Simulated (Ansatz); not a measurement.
**N2 (nitrogen) at 5 levels**

We compute a comparison of 5 runs (HF/STO-3G, B2PLYP/STO-3G, BHLYP/STO-3G, PBE0/STO-3G, UCCSD(T)/STO-3G) of N2 (nitrogen). 

The calculation is run with Ansatz 0.2.0.

29 further runs of the same task are left out: 15 that didn't finish, 14 set aside as unsound or not needed.

**1. The system as given**

N2: 2 atoms, total charge 0, spin state singlet. SMILES: `N#N`. The N2–N1 distance was set to 1.362 Å, away from the relaxed value.

Bond lengths: N1–N2 1.362 Å.

**2. A single-point energy at HF/STO-3G (run 1)**

The input, job.yaml:

```yaml
basis:
  gaussian: {orbitals: STO-3G}
crystal:
  periodic: [false, false, false]
  atoms:
    - {symbol: "N", position_ang: [0.698209, -0.225437, 0.359679]}
    - {symbol: "N", position_ang: [-0.465500, 0.150300, -0.239800]}
hamiltonian: {xc: hf}
accuracy: high
```

On the command line:

```
ansatz run job.yaml --threads 1 --pin off --max-ram 2610MiB --events-out events.jsonl --progress --plain --runs-dir runs
```

Standard output:

```text
Warning: RAYON_NUM_THREADS=1 ignored (pool sized by the plan → 1); use --threads N
Functional definition: HF
  name "HF"
  exchange = exact_x
  correlation = 0
149 factors; integrals over basis functions are off by at most 1.1e-8 eV
mean field evaluation 1: about -2922.1907 eV, gradient 2.4e0 eV
mean field evaluation 2: about -2922.1853 eV, gradient 2.3e0 eV
mean field evaluation 4: about -2922.1878 eV, gradient 1.8e-1 eV
mean field evaluation 8: about -2922.1879 eV, gradient 1.3e-8 eV
mean field -2922.18786750 eV, -107.3884234005 hartree, gradient 7.9e-9 eV, S^2 0.000000; 0 other end points of the search recorded, 0 dependent functions left out
reference -2922.18786750 eV, -107.3884234005 hartree; 7, 7 occupied and 3, 3 virtual orbitals, 149 factors
Total energy: -2922.18786750 eV, -107.3884234005 hartree
```

It took 0.06 s on 1 thread of Intel Xeon Platinum 8375C at 2.90GHz (Ice Lake), shared host.

**3. A single-point energy at B2PLYP/STO-3G (run 2)**

The input, in.yaml:

```yaml
crystal:
  periodic: [false, false, false]
  atoms:
    - symbol: N
      position_ang: [0.698209, -0.225437, 0.359679]
    - symbol: N
      position_ang: [-0.465500, 0.150300, -0.239800]
basis:
  gaussian:
    orbitals: STO-3G
magnetization:
  spin_polarized: false
hamiltonian:
  xc: {name: B2PLYP}
correlation:
  frozen_orbitals: {"N": 1}
accuracy: high
```

On the command line:

```
ansatz run in.yaml --threads 1 --pin off --max-ram 2610MiB --events-out events.jsonl --progress --plain --runs-dir runs
```

Standard output, cut to the lines that bear on the results:

```text
Warning: RAYON_NUM_THREADS=1 ignored (pool sized by the plan → 1); use --threads N
Functional definition: B2PLYP
  name "B2PLYP"
[...]
149 factors; integrals over basis functions are off by at most 1.1e-8 eV
[...]
mean field -2933.27444998 eV, -107.7958477919 hartree, gradient 4.6e-8 eV, S^2 0.000000; 0 other end points of the search recorded, 0 dependent functions left out; unrestricted orbitals would lower it
2 core orbitals not correlated: weight in the atoms' cores, before any rotation towards them, 1.000 or more for the frozen orbitals, at most 0.000 for the correlated occupied ones
reference -2933.27446040 eV, -107.7958481747 hartree; 5, 5 occupied and 3, 3 virtual orbitals, 149 factors
second order -10.65676376 eV of doubles, -0.00000000 eV of singles
Total energy: -2936.15178661 eV, -107.9015879628 hartree
```

Run time: 0.32 s. Hardware: 1 thread of Intel Xeon Platinum 8375C at 2.90GHz (Ice Lake), shared host.

**4. A single-point energy at BHLYP/STO-3G (run 3)**

The input, run.yaml:

```yaml
crystal:
  periodic: [false, false, false]
  atoms:
    - symbol: "N"
      position_ang: [0.698209, -0.225437, 0.359679]
    - symbol: "N"
      position_ang: [-0.465500, 0.150300, -0.239800]
basis:
  gaussian:
    orbitals: STO-3G
hamiltonian:
  xc: {name: BHLYP}
total_charge: 0
accuracy: high
magnetization:
  spin_polarized: false
```

On the command line:

```
ansatz run run.yaml --threads 1 --pin off --max-ram 2610MiB --events-out events.jsonl --progress --plain --runs-dir runs
```

Standard output:

```text
Warning: RAYON_NUM_THREADS=1 ignored (pool sized by the plan → 1); use --threads N
Functional definition: BHLYP
  name "BHLYP"
  parameter a = 0.5
  exchange = (1 - a)*b88_x + a*exact_x
  correlation = lyp_c
149 factors; integrals over basis functions are off by at most 1.1e-8 eV
mean field evaluation 1: about -2936.8665 eV, gradient 2.7e0 eV
mean field evaluation 2: about -2936.8851 eV, gradient 1.8e-1 eV
mean field evaluation 4: about -2936.8432 eV, gradient 4.4e-1 eV
mean field evaluation 8: about -2936.8440 eV, gradient 1.6e-4 eV
mean field -2936.84401853 eV, -107.9270270166 hartree, gradient 3.4e-8 eV, S^2 0.000000; 0 other end points of the search recorded, 0 dependent functions left out
reference -2936.84402963 eV, -107.9270274246 hartree; 7, 7 occupied and 3, 3 virtual orbitals, 149 factors
Total energy: -2936.84402963 eV, -107.9270274246 hartree
```

Wall time 0.28 s (1 thread of Intel Xeon Platinum 8375C at 2.90GHz (Ice Lake), shared host).

Run 4 isn't shown in full; the table further down has it.

**5. The energy at UCCSD(T)/STO-3G (run 5)**

The input, job.yaml:

```yaml
crystal:
  periodic: [false, false, false]
  atoms:
    - {symbol: "N", position_ang: [0.698209, -0.225437, 0.359679]}
    - {symbol: "N", position_ang: [-0.465500, 0.150300, -0.239800]}
basis:
  gaussian:
    orbitals: STO-3G
accuracy: high
magnetization:
  spin_polarized: true
  initial_magnetization: 0
scf:
  omitted_lower_state_checks: [cluster_reference, increment]
correlation:
  method: ccsd_t
  frozen_orbitals: {"N": 1}
```

On the command line:

```
ansatz run job.yaml --threads 1 --pin off --max-ram 2610MiB --events-out events.jsonl --progress --plain --runs-dir runs
```

Standard output, cut to the lines that bear on the results:

```text
Warning: RAYON_NUM_THREADS=1 ignored (pool sized by the plan → 1); use --threads N
[... 2 set-up lines as earlier in the session ...]
[...]
149 factors; integrals over basis functions are off by at most 1.1e-8 eV
[...]
mean field -2924.77969490 eV, -107.4836713006 hartree, gradient 2.4e-8 eV, S^2 1.405605; 4 other end points of the search recorded, 0 dependent functions left out
2 core orbitals not correlated: weight in the atoms' cores, before any rotation towards them, 1.000 or more for the frozen orbitals, at most 0.000 for the correlated occupied ones
reference -2924.77969490 eV, -107.4836713006 hartree; 5, 5 occupied and 3, 3 virtual orbitals, 149 factors
second order -1.51995893 eV of doubles, -0.00000000 eV of singles
cycle   1  -1.79218562 eV  change   -2.7e-1 eV  update   1.0e-1
[...]
cycle  28  -4.02901443 eV  change   3.1e-10 eV  update  3.8e-11
perturbative correction -0.04406468 eV, -0.0016193472 hartree
Total energy: -2928.85277401 eV, -107.6333541973 hartree
Checks for a lower state left out: cluster_reference, increment
```

Run time: 0.24 s. Hardware: 1 thread of Intel Xeon Platinum 8375C at 2.90GHz (Ice Lake), shared host.

**6. All runs side by side**

```
run            level  frozen core orbitals  energy (Eh)  wall time
  1        HF/STO-3G                     –  -107.388423     0.06 s
  2    B2PLYP/STO-3G                     2  -107.901588     0.32 s
  3     BHLYP/STO-3G                     –  -107.927027     0.28 s
  4      PBE0/STO-3G                     –  -107.895767      0.3 s
  5  UCCSD(T)/STO-3G                     2  -107.633354     0.24 s
```

**7. What came out**

```
                                          quantity          value
                               run 5: total energy  -107.63335 Eh
run 5: correlation energy (2 core orbitals frozen)     -149.7 mEh
                             run 5: (T) correction      -1.62 mEh
          run 5: ⟨S²⟩ of the reference determinant          1.406
                              run 5: T1 diagnostic          0.150
```

What this shows: Totals of different functionals can't be ranked against each other. In run 2 the log says that unrestricted orbitals would lower the reference, so the values rest on an unstable closed-shell determinant (other closed-shell runs at this shape may share the fault). In runs 1, 2, 3, 4, 5 the basis is minimal, so the values are rough. Spin contamination of the reference: run 5 ⟨S²⟩ = 1.41. Where it is this large, the reference is a mixture of spin states, and values that rest on it are in doubt. All runs together took 1.2 s, the longest 0.32 s.
